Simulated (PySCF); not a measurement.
Species: C4H7N2 (doublet state).
Cartesian coordinates in Å at the GFN2-xTB level; atoms count from 1:
```xyz
13
C4H7N2 angstrom
N      2.8100   -0.4394    1.7545
C      2.0196    0.1895    1.2169
C      1.0026    0.9120    0.4828
C      0.4269   -0.0344   -0.5067
C     -0.8067   -0.7856   -0.1796
N     -1.7542    0.0573    0.5430
H      0.2257    1.2382    1.1784
H      1.4742    1.7780    0.0070
H      1.0340   -0.3619   -1.3329
H     -1.2198   -1.2246   -1.1047
H     -0.5659   -1.6294    0.4904
H     -2.5451   -0.4893    0.8625
H     -2.1056    0.7899   -0.0651
```

The hyperfine couplings belong to this conformer and change with its torsions.

As a line formula: `[CH](CN)CC#N` [radical].

The calculation used PySCF, UKS B3LYP, pcH-1 on C H N, non-relativistic, mean-field spin-orbit, GIAO. Geometry: GFN2-xTB, one conformer, isolated molecule. Couplings are sensitive to structure, and on GFN2-xTB geometries they can be far from those on DFT ones. The SCF solution wasn't tested for stability.

(1) The isotropic 14N couplings are +13.5, +1.2 MHz. Assign them to N1; N6.

(2) Match the computed a_iso(13C) values +107.4, +91.4, -34.5, -22.0 MHz with the sites C2; C3; C4; C5.

(3) The isotropic 1H couplings, averaged over equivalent nuclei, are +92.0, -60.6, +34.7, +0.4 MHz. Assign them to H7/H8; H9; H10/H11; H12/H13.

Answers

(1) 
| site | a_iso (MHz) | ρ(0) (bohr⁻³) | position | distance from C4 (Å) | spin population | largest \|T\| (MHz) |
| --- | --- | --- | --- | --- | --- | --- |
| N1 | +1.2 | +0.0037 | 3 bonds from C4 | 3.31 | +0.03 | 3.5 |
| N6 | +13.5 | +0.0417 | 2 bonds from C4 | 2.42 | +0.01 | 1.6 |

(2) 
| site | a_iso (MHz) | ρ(0) (bohr⁻³) | position | distance from C4 (Å) | spin population | largest \|T\| (MHz) |
| --- | --- | --- | --- | --- | --- | --- |
| C2 | +91.4 | +0.0813 | 2 bonds from C4 | 2.36 | +0.02 | 8.0 |
| C3 | -22.0 | -0.0196 | 1 bond from C4 | 1.49 | -0.07 | 2.3 |
| C4 | +107.4 | +0.0955 | largest spin population | 0.00 | +1.02 | 161.3 |
| C5 | -34.5 | -0.0307 | 1 bond from C4 | 1.48 | -0.08 | 3.1 |

(3) 
```
   site  a_iso (MHz)  ρ(0) (bohr⁻³)            position  distance from C4 (Å)  bound to  spin population there  largest |T| (MHz)
  H7/H8        +34.7        +0.0078  β, 2 bonds from C4                  2.14        C3                  -0.07                9.6
     H9        -60.6        -0.0135   α, 1 bond from C4                  1.08        C4                  +1.02               39.1
H10/H11        +92.0        +0.0206  β, 2 bonds from C4                  2.12        C5                  -0.08                9.0
H12/H13         +0.4        +0.0001  γ, 3 bonds from C4                  3.00        N6                  +0.01                5.7
```

ρ(0) is the spin density at the nucleus and T the dipolar tensor; entries for several nuclei are means. The largest Mulliken spin populations are on C4 (+1.02), C5 (-0.08), C3 (-0.07) and H11 (+0.07). C4 is the only atom above +0.15. The angles at C4 add up to 358.1°, so it is nearly planar; its axial dipolar tensor and the negative coupling of its proton fit spin in a p orbital normal to that plane.

Nuclei that the bonding pattern makes equivalent are averaged, as if the motion that swaps them (rotation, inversion, ring flip) were fast. The 1H value of +92.0 MHz is a mean of couplings from 36.3 to 147.7 MHz in this one geometry, not an average over conformers. The 1H value of +34.7 MHz is a mean of couplings from 11.3 to 58.1 MHz in this one geometry, not an average over conformers.
